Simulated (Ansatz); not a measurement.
System: zinc-blende MgS (metastable phase). Method: BLYP (Ansatz, a quantum-chemistry and plane-wave program, plane waves, PAW).

Run with plane-wave cutoff 520 eV, 10×10×10 k mesh, Fermi–Dirac smearing 0.01 eV, scalar-relativistic PAW data made under PBE.

Computed at the level's own relaxed cell.

```
CELL_PARAMETERS angstrom
      0.00000    -2.87268     2.87268
      2.87268    -2.87268     0.00000
      2.87268     0.00000     2.87268
ATOMIC_POSITIONS crystal
  Mg 0.00000 0.00000 0.00000
  S  0.25000 0.25000 0.25000
```

Q: List the 5 lowest band energies at Γ above −25 eV (eV, relative to the valence band maximum), grouping those that round alike.

A: At Γ: -11.12, 0.00 (×3), 3.37.

Note: the volume lies 7 % above that of the published cell.
